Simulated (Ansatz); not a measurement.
Working through vertical spin-state energies of C4H5N, SMILES C=NC#CC

Computed with Ansatz 0.2.0, Python API.

Input file `c4h5n.xyz`:
```text
10

C    -1.39760    0.39520   -2.05260
N    -0.95460   -0.64120   -1.56380
C    -0.26190   -0.48830   -0.45900
C     0.49400   -0.35940    0.55360
C     1.21410   -0.24240    1.76020
H    -1.30190    1.45780   -1.62360
H    -2.02330    0.38960   -2.98000
H     1.23310    0.81370    2.13470
H     0.82410   -0.86360    2.61190
H     2.25710   -0.51260    1.62170
```

Notebook, run cell by cell (the value of a cell's last expression is shown):

In [1]:
```python
import ansatz

mol = ansatz.Crystal.molecule_from_extxyz("c4h5n.xyz")
```

In [2]:
```python
job = mol.calculation().basis(gaussian="def2-TZVP").functional("PBE0", dispersion="d3bj")
found = {}
for unpaired in [0, 2]:
    report = job.spin("collinear", total=unpaired).run(threads=1).report
    s = unpaired / 2
    found[unpaired] = report["free_energy_ev"]
    print(f"2S+1 = {unpaired + 1}: E = {found[unpaired]:.5f} eV, <S^2> = {abs(report['mean_field']['state']['spin_squared']):.3f} (pure state {s * (s + 1):.2f})")
lowest = min(found, key=found.get)
for unpaired, e in found.items():
    print(f"multiplicity {unpaired + 1}: {23.060548 * (e - found[lowest]):.1f} kcal/mol above the lowest")
```
```text
2S+1 = 1: E = -5711.56624 eV, <S^2> = 0.000 (pure state 0.00)
2S+1 = 3: E = -5708.37141 eV, <S^2> = 2.009 (pure state 2.00)
multiplicity 1: 0.0 kcal/mol above the lowest
multiplicity 3: 73.7 kcal/mol above the lowest
```

In order: multiplicity 1 (+0.00 eV) and multiplicity 3 (+3.19 eV), all at the one geometry.

Reading the output:
- Total energies depend on the basis set; only differences at equal settings carry meaning.
- The geometry is a force-field or estimated start, not a minimum of this method, and the basis set is short of its limit. All parts are taken at fixed geometry, without zero-point energy.
- Run time: 71 s on 1 thread of Arm Neoverse N1, on a shared host, peak memory 0.64 GiB.
